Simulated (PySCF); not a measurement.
H₂O, SMILES O, point group C2v.

Level: B3LYP/pcJ-1 in PySCF (density fitting, grid level 2); geometry and Hessian at that level, cubic constants and property derivatives from steps of ±0.6 along each species' dimensionless normal coordinates, second-order vibrational perturbation theory. The parent has the commonest isotopes.

Equilibrium geometry (Å):

| atom | x | y | z |
| --- | --- | --- | --- |
| O1 | 0.0226 | 0.3846 | -0.0101 |
| H2 | -0.7513 | -0.1826 | -0.0435 |
| H3 | 0.7746 | -0.2122 | 0.0034 |

Species: parent. Output of the displacement run:

```
mode    cm-1    km/mol   phi_rrr   E(+)/cm-1  E(-)/cm-1
  1   1638.37    86.27    -272.4     284.85     304.53
  2   3809.85     3.32   -1848.2     623.43     756.25
  3   3920.39    33.58      -1.2     709.80     709.94
```

For the shielding of H3 (σe = 31.17 ppm):

```json
{"mode": "1", "ω (cm⁻¹)": "1638", "Σr φrrs (cm⁻¹)": "94", "∂σ/∂q": "-0.537", "∂²σ/∂q²": "-0.559"}
{"mode": "2", "ω (cm⁻¹)": "3810", "Σr φrrs (cm⁻¹)": "-3356", "∂σ/∂q": "-2.597", "∂²σ/∂q²": "0.582"}
{"mode": "3", "ω (cm⁻¹)": "3920", "Σr φrrs (cm⁻¹)": "-1", "∂σ/∂q": "-1.760", "∂²σ/∂q²": "0.171"}
```

Question: Work out the zero-point average of this shielding.

Answer: With ⟨qs⟩ = −Σr φrrs/(4ωs) and ⟨qs²⟩ = 1/2: the mean displacements are -0.014, 0.220, 0.000. The anharmonic term Σ (∂σ/∂q)⟨q⟩ is -0.56 ppm, the harmonic term ¼ Σ ∂²σ/∂q² is 0.05 ppm, so ⟨σ⟩ = 30.66 ppm.
